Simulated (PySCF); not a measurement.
Simulated absorption spectrum

Compound: C₄H₇N₂ (charge +1).
Bonds: C1–N2, N2–C3 (aromatic), C3–C4 (aromatic), C4–N5 (aromatic), N5–C6 (aromatic), N2–C6 (aromatic). Hydrogens: H7, H8, H9 on C1; H10 on C3; H11 on C4; H12 on N5; H13 on C6.

The calculation used TDDFT B3LYP/def2-SVPD, vertical, gas phase, core orbitals frozen in the response in PySCF 2.14.0, density-fitted response routines. Geometry: PBE0-D3(BJ)/def2-SVP; no solvent, vibrations or thermal averaging.

Broadening: Gaussians 0.3 eV wide at half height, area fixed by f = 4.319×10⁻⁹ ∫ε dν̃. The cross-section is σ = 3.8235×10⁻²¹ ε cm², given in Mb (10⁻¹⁸ cm²). The width is an assumption, not a result. The curve ends short of the highest state used, and states not computed would add to its high-energy end.

```json
{"E (eV)": "5.86", "σ (Mb)": "0.09"}
{"E (eV)": "5.93", "σ (Mb)": "0.55"}
{"E (eV)": "6.01", "σ (Mb)": "2.89"}
{"E (eV)": "6.08", "σ (Mb)": "8.92"}
{"E (eV)": "6.16", "σ (Mb)": "22.32"}
{"E (eV)": "6.23", "σ (Mb)": "36.04"}
{"E (eV)": "6.31", "σ (Mb)": "43.06"}
{"E (eV)": "6.39", "σ (Mb)": "34.68"}
{"E (eV)": "6.46", "σ (Mb)": "20.77"}
{"E (eV)": "6.54", "σ (Mb)": "7.99"}
{"E (eV)": "6.61", "σ (Mb)": "2.50"}
{"E (eV)": "6.69", "σ (Mb)": "0.46"}
{"E (eV)": "6.76", "σ (Mb)": "0.08"}
{"E (eV)": "6.84", "σ (Mb)": "0.05"}
{"E (eV)": "6.92", "σ (Mb)": "0.23"}
{"E (eV)": "6.99", "σ (Mb)": "0.71"}
{"E (eV)": "7.07", "σ (Mb)": "1.75"}
{"E (eV)": "7.14", "σ (Mb)": "2.79"}
{"E (eV)": "7.22", "σ (Mb)": "3.29"}
{"E (eV)": "7.29", "σ (Mb)": "2.78"}
{"E (eV)": "7.37", "σ (Mb)": "1.62"}
{"E (eV)": "7.45", "σ (Mb)": "0.68"}
{"E (eV)": "7.52", "σ (Mb)": "0.26"}
{"E (eV)": "7.60", "σ (Mb)": "0.08"}
{"E (eV)": "7.67", "σ (Mb)": "0.08"}
{"E (eV)": "7.75", "σ (Mb)": "0.58"}
{"E (eV)": "7.82", "σ (Mb)": "3.16"}
{"E (eV)": "7.90", "σ (Mb)": "15.41"}
{"E (eV)": "7.98", "σ (Mb)": "50.80"}
{"E (eV)": "8.05", "σ (Mb)": "104.68"}
{"E (eV)": "8.13", "σ (Mb)": "165.86"}
{"E (eV)": "8.20", "σ (Mb)": "181.13"}
{"E (eV)": "8.28", "σ (Mb)": "144.20"}
{"E (eV)": "8.35", "σ (Mb)": "97.91"}
{"E (eV)": "8.43", "σ (Mb)": "67.33"}
{"E (eV)": "8.51", "σ (Mb)": "57.58"}
```

Task: Where are the band maxima, and which computed states make them?

Result: 197 nm (6.31 eV), ε about 11000, made up of S1 (100%); 172 nm (7.22 eV), ε about 860, made up of S2 (99%); 151 nm (8.19 eV), ε about 48000, made up of S5 (98%) (ε in L mol⁻¹ cm⁻¹; maxima over ε = 5, shares over 10%). The states used: S1 6.31 eV (f 0.125); S2 7.21 eV (f 0.0095); S3 7.42 eV (f 0.0003); S4 8.11 eV (f 0.0043); S5 8.18 eV (f 0.521); S6 8.51 eV (f 0.133); S7 8.63 eV (f 0.023); S8 8.83 eV (f 0.0051); S9 8.93 eV (f 0.0084); S10 9.11 eV (f 0.0004).

Task: What would ε be at 8.19 eV, the highest of these maxima, with half the width (0.15 eV)?

Result: About 93600 L mol⁻¹ cm⁻¹ against 47600, a factor of about 1.96; a lone state at its own centre would give exactly 2.

Task: Coming from long wavelengths, where does ε first pass 100 L mol⁻¹ cm⁻¹?

Result: At about 210 nm (5.92 eV), 0.39 eV below S1.

Task: On this curve, what absorbance would a 10⁻⁵ mol/L sample give at 193 nm over a 1 cm path?

Result: 193 nm is 6.424 eV, where ε is about 7300 L mol⁻¹ cm⁻¹, so A = ε c l ≈ 0.073 (Beer–Lambert, with the gas-phase spectrum and the assumed width).

The vertical ionisation energy (ΔSCF) is 14.80 eV, 5.69 eV above S10.

On one thread of an Arm Neoverse V2, no GPU, shared host, this took 47 s.
